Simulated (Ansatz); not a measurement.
Geometry optimisation, RKS PBE/def2-SVPD (Ansatz 0.2.0).

The input (input.yaml):

```yaml
crystal:
  periodic: [false, false, false]
  atoms:
    - { symbol: P, position_ang: [-0.6081, -0.4777, 0.3761] }
    - { symbol: S, position_ang: [0.4107, 1.191, -0.44] }
    - { symbol: H, position_ang: [0.3176, -1.4192, 0.234] }
    - { symbol: H, position_ang: [-0.12151, 1.28791, -1.70955] }
    - { symbol: H, position_ang: [1.198, 1.4464, 0.6024] }
basis:
  gaussian: { orbitals: def2-SVPD }
hamiltonian:
  xc: pbe
relax:
  f_tol: 0.02
  max_steps: 50
```

Run as:

```bash
$ ansatz run input.yaml --threads 1 --pin off --max-ram 2048MiB --backend cpu --events-out ev --progress --plain --runs-dir out
```

Where does it end, and by what steps?

The forces met the threshold. After 8 steps the energy has fallen by 2.475 eV; S2 moved furthest, 0.52 Å.

| step | energy less start (eV) | largest force component (eV/Å) | accepted |
| --- | --- | --- | --- |
| 0 | 0.0000 | 2.436 | yes |
| 1 | -0.8868 | 1.939 | yes |
| 2 | -1.4775 | 1.860 | yes |
| 3 | -1.9212 | 1.760 | yes |
| 4 | -2.2670 | 1.524 | yes |
| 5 | -2.4545 | 0.222 | yes |
| 6 | -2.4692 | 0.139 | yes |
| 7 | -2.4718 | 0.094 | yes |
| 8 | -2.4747 | 0.012 | yes |

```xyz
5
Properties=species:S:1:pos:R:3
P -0.745 -0.588 0.566
S -0.044 1.259 -0.198
H 0.386 -1.350 0.084
H 0.323 1.187 -1.538
H 1.277 1.521 0.149
```

The run took 23 s on 1 CPU thread of a shared host.
